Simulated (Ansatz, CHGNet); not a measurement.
# Ladder of methods for the LO phonon frequency at X of zinc-blende GaP

Reference value: 377 cm⁻¹ (measured, 4 K, no zero-point or thermal correction; as tabulated in Ioffe Institute, NSM Archive: GaP, mechanic properties page).

Q: Put these levels in order of the LO phonon frequency at X that they give for zinc-blende GaP, smallest first: CHGNet 0.3.0 (CHGNet), CHGNet-r²SCAN (CHGNet), PBE (Ansatz, a first-principles code).

A: CHGNet-r²SCAN (175 cm⁻¹), CHGNet 0.3.0 (246 cm⁻¹), PBE (349 cm⁻¹)

Unless a cell is named, each level is at its own relaxed cell (CHGNet 0.3.0 20.82, CHGNet-r²SCAN 20.32, PBE 20.87 Å³/atom).

Differences against the reference: CHGNet 0.3.0 -35 %, CHGNet-r²SCAN -54 %, PBE -7.4 %.

The reference has no zero-point or thermal correction, while the calculations are for a static lattice, so the differences are not the levels' errors alone.  Each level is taken at its own relaxed cell. Ansatz's density-functional and Hartree–Fock values are scalar-relativistic unless marked +SOC, with PAW data made under PBE.

Machine-learned potentials (CHGNet 0.3.0, CHGNet-r²SCAN) are trained on DFT data, which may include these solids.

Differences are worked out from the printed values.
